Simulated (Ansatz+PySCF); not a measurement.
## doublet N₂(+): levels of theory in one basis

```yaml
atoms:
  - { symbol: N, position_ang: [0.0000, 0.0000, -0.4993] }
  - { symbol: N, position_ang: [0.0000, 0.0000, 0.4993] }
```

Basis set: STO-3G (spherical functions). Correlated methods keep 2 orbitals frozen. Correlation on ROHF uses semicanonical orbitals with singles. Charge 1, multiplicity 2.

Computed with Ansatz (development build ahead of 0.2.0); each method stands on the lowest determinant of its kind that the runs found.

```
      method  E − E(ROHF) (eV)  <S²> of the determinant
        ROHF              0.00                     0.75
         UHF             -0.23                     0.85
    ROHF-MP2             -3.76                        –
     UHF-MP2             -3.50                     0.85
   ROHF-CCSD             -4.57                        –
ROHF-CCSD(T)             -4.58                        –
 UHF-CCSD(T)             -4.58                     0.85
```

(1) What does full CI (lowest root of this spin) give on the same scale?

(2) Is a single determinant a sound starting point here?

Results:

(1) -4.69 eV.

(2) Only with care. Unrestricted orbitals gain 0.23 eV and <S²> is 0.85 against 0.75 for a pure state, but several determinants compete.

Caution for ROHF, UHF, ROHF-MP2, UHF-MP2, ROHF-CCSD, ROHF-CCSD(T), UHF-CCSD(T): the determinant may break the point group. Caution for ROHF-MP2, UHF-MP2: MP2 on this radical cation hangs on the determinant chosen; another reference gives a lower total. Caution for UHF-CCSD(T): the program doubts this total.
